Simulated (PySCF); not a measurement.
Structure with atom numbers: `[CH2:1]=[C:2]([F:3])[CH2:4][NH3+:5]`. Each H is labelled by its parent atom. Ha(C1) is cis to F3; Hb(C1) is trans to F3.

Geometry: PBE0-D3(BJ)/def2-SVP; GIAO shifts from PySCF 2.14.0 with density-fitted response routines, gas phase, non-relativistic, averaged over equivalent atoms.

At PBE0/pcSseg-1 (120 basis functions, 8.2 s wall time on 1 thread of an Arm Neoverse V1, shared host):
```json
{"atoms": "C2", "δ (ppm)": "155.5"}
{"atoms": "C1", "δ (ppm)": "115.8"}
{"atoms": "C4", "δ (ppm)": "47.3"}
{"atoms": "F3", "δ (ppm)": "-116.1"}
{"atoms": "N5", "δ (ppm)": "53.7"}
{"atoms": "Ha(C1)", "δ (ppm)": "6.33"}
{"atoms": "Hb(C1)", "δ (ppm)": "5.90"}
{"atoms": "H(N5)", "δ (ppm)": "4.80"}
{"atoms": "H(C4)", "δ (ppm)": "4.11"}
```

δ = σ(ref) − σ, references computed at the same level: 13C (σ = 184.41 ppm) and 1H (σ = 31.27 ppm) against TMS; 19F (σ = 177.25 ppm) vs CFCl3; 15N (σ = 265.67 ppm) vs NH3.

Q: Predict the values at HF/pcSseg-2 on the same geometry.

A: 
```json
{"atoms": "C2", "δ at HF/pcSseg-2": "155.4", "change": "-0.1"}
{"atoms": "C1", "δ at HF/pcSseg-2": "117.8", "change": "+2.0"}
{"atoms": "C4", "δ at HF/pcSseg-2": "45.6", "change": "-1.7"}
{"atoms": "F3", "δ at HF/pcSseg-2": "-105.9", "change": "+10.2"}
{"atoms": "N5", "δ at HF/pcSseg-2": "36.3", "change": "-17.4"}
{"atoms": "Ha(C1)", "δ at HF/pcSseg-2": "6.32", "change": "-0.01"}
{"atoms": "Hb(C1)", "δ at HF/pcSseg-2": "5.85", "change": "-0.05"}
{"atoms": "H(N5)", "δ at HF/pcSseg-2": "5.19", "change": "+0.39"}
{"atoms": "H(C4)", "δ at HF/pcSseg-2": "4.15", "change": "+0.04"}
```

Shifts are taken against calculated references (same method and geometry level): 13C (σ = 191.47 ppm), 1H (σ = 31.68 ppm) vs TMS; 19F (σ = 245.28 ppm) against CFCl3; 15N (σ = 260.75 ppm) against NH3.

The largest change is at N5 (ammonium nitrogen). Cost: 278 basis functions, 15 s wall time on 1 thread of an Arm Neoverse V1, shared host. The order of the carbon signals is the same at both levels.

Unscaled 19F shifts against computed CFCl3 carry errors that often reach 10 to 50 ppm. Experimental scales use liquid or dissolved standards, which lie at an offset from isolated NH3 (liquid NH3: subtract about 20 ppm).
